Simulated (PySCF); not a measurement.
C4H6N2.
Cartesian coordinates in Å at the PBE0-D3(BJ)/def2-TZVP level; atoms count from 1:
```xyz
12
C4H6N2 angstrom
C     -1.5593   -0.2180    0.5540
N     -0.2271    0.0378    0.0733
C      0.7715   -0.8831   -0.0994
C      1.8402   -0.1801   -0.5818
N      1.5228    1.1425   -0.7088
C      0.2806    1.2356   -0.3092
H     -1.5315   -0.6789    1.5431
H     -2.1018   -0.8749   -0.1292
H     -2.0956    0.7272    0.6271
H      0.6318   -1.9258    0.1344
H      2.8178   -0.5558   -0.8421
H     -0.3086    2.1407   -0.2722
```

Mayer bond orders were computed from the PBE0/pcSseg-2 density (PySCF). Geometry: PBE0-D3(BJ)/def2-TZVP; no solvent, vibrations or thermal averaging.

Task: The orders 0.96, 1.26, 1.36, 1.55, 1.68 belong to the bonds C1–N2, C3–C4, C4–N5, N5–C6, C6–N2, in another order. Match them.

Result: C1–N2 0.96; C6–N2 1.26; C4–N5 1.36; C3–C4 1.55; N5–C6 1.68.

Task: Set the orders of all bonds between heavy atoms beside their lengths and the difference of the Mulliken charges at their ends.

Result: 
```csv
bond,Mayer order,length (Å),q(first) − q(second) (e)
N5–C6,1.682,1.308,-0.547
C3–C4,1.546,1.367,-0.075
C4–N5,1.360,1.366,+0.408
N2–C3,1.268,1.369,-0.258
C6–N2,1.263,1.356,+0.472
C1–N2,0.963,1.439,+0.366
```

For a closed shell the Mayer order of atoms A and B is Σ (PS)μν (PS)νμ over the basis functions μ on A and ν on B, with P the density and S the overlap matrix.

These values come from a run that also computed NMR shieldings. Time: 56 s; peak memory 1.1 GiB. Hardware: one thread of an Arm Neoverse N1, shared host with 48 logical CPUs at a one-minute load of 11.
